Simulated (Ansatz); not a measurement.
C5H7F can be A, `FC1C=CCC1`, or B, `C=CC(=C)CF`.

Program: Ansatz. Geometries: PBE0-D4/def2-TZVP. ΔE: electronic, gas phase. CBS: MP2 limit from def2 TZ/QZ plus the TZ coupled-cluster correction, frozen cores. Functionals use def2-TZVPP. B3LYP here is the variant with VWN-RPA as its local correlation; programs differ in this. One conformer a species, not always the lowest.

Problem. Which isomer does CCSD(T)/CBS put lower? Give the gap. (Estimate.)

Solution. Computed: A, by 17.3 kcal/mol.

Problem. Give E(B) − E(A) in kcal/mol with PBE-D4, B3LYP-D4, PBE0-D4, B2PLYP, CCSD/def2-TZVPP, CCSD(T)/def2-TZVPP, MP2/def2-TZVPP. (Best estimate.)

Solution. Computed: PBE-D4 17.5, B3LYP-D4 14.0, PBE0-D4 20.2, B2PLYP 15.4, CCSD/def2-TZVPP 17.7, CCSD(T)/def2-TZVPP 17.2, MP2/def2-TZVPP 19.2. None reverses the order clearly.

Largest T1 diagnostic: 0.011.

In def2-TZVPP, CCSD(T) changes the Hartree–Fock value by +2.5 kcal/mol (the triples alone add −0.5 kcal/mol) and MP2 by +4.5 kcal/mol. From PBE to PBE0 (25 % exact exchange), in def2-TZVPP and without D4, E(B) − E(A) moves by +2.8 kcal/mol.
